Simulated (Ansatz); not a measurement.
Structure relaxation of CdC₃

Method: Ansatz, DFT PBE, scalar-relativistic, plane waves, PAW. Cutoff 420 eV, Γ-centred k mesh, Gaussian smearing, no spin polarisation in the final step.

This is the end of a relaxation of cell and atoms.

```
Cd C
1.0
     3.53155    0.00000    0.00000
     0.00000    3.53155    0.00000
     0.00000    0.00000    3.53155
Cd C
1 3
Direct
  0.00000 0.00000 0.00000
  0.00000 0.50000 0.50000
  0.50000 0.00000 0.50000
  0.50000 0.50000 0.00000
```

Formation energies are uncorrected and refer to the elements' standard structures at the same level.

Problem. What space group does it have?

Solution. Pm-3m (No. 221). Conventional cell: a = 3.532 Å. Cd has 12 C at 2.50 Å; C is coordinated by 4 Cd at 2.50 Å and 8 C at 2.50 Å.

Problem. What is its formation energy per atom?

Solution. 3.50 eV/atom.

Problem. Is it a metal?

Solution. Yes, bands cross the Fermi level on the 14×14×14 mesh.

The final run used a 14×14×14 mesh on its 4-atom cell and 0.10 eV smearing. For metals, differences of a few meV/atom aren't resolved. The cell came from a trial start, so CdC₃ may not exist in this structure.

Cost: 2 runs of about 1.4 core-minutes in all, on Arm Neoverse V1 (shared hosts).